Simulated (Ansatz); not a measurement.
## Isomers and spin states of PS2

Ansatz 0.2.0, basis cc-pVDZ; geometries are PBE0/def2-TZVP minima. Wave-function levels freeze the cores; HF, MP2 and coupled cluster are restricted for singlets and unrestricted otherwise, Kohn–Sham unrestricted where that lies lower. The reference is CCSDT(Q) (coupled cluster only where its series has nearly closed). Semilocal and hybrid functionals correlate all electrons outside any core potential and usually lie nearer their basis limit than the reference, so part of their error here is the reference's basis and frozen-core error; RPA and the MP2 part of double hybrids freeze the same cores as the reference. None of these values is a measured one. Energies are electronic, without zero-point terms. The set is small: such energies can lie up to about 0.3 eV from the limit, spin gaps mostly less, so near ties and functionals' places can change in larger sets. No spin–orbit coupling and no scalar relativity. The species are chosen: bound, without strong static correlation by their natural occupations or amplitudes, and with a ladder that closes on the reference, so errors are smaller than for species at large; levels whose determinant breaks symmetry or spin markedly are left out.

A. doublet; P–S 1.911, angle at P 133°. Coordinates (Å): S 0.000 -0.250 1.750; P 0.000 0.518 0.000; S 0.000 -0.250 -1.750
B. quartet; P–S 2.021, angle at P 104°. Coordinates (Å): S 0.000 -0.405 1.593; P 0.000 0.839 0.000; S 0.000 -0.405 -1.593

From bonding and spin, estimate the order of these in energy at CCSDT(Q), each at its own geometry.

At CCSDT(Q), above the lowest of those listed: A (0.0 kcal/mol), B (41.6 kcal/mol).

```csv
level,B less A (kcal/mol)
CCSDT(Q),41.6
MP2,49.8
CCSD,37.2
CCSD(T),41.4
PBE,44.6
r2SCAN,42.8
PBE0,41.1
B3LYP,41.2
wB97M-V,43.2
```

Every level shown puts the same form lowest.

The geometries are PBE0's, not this basis's own minima.
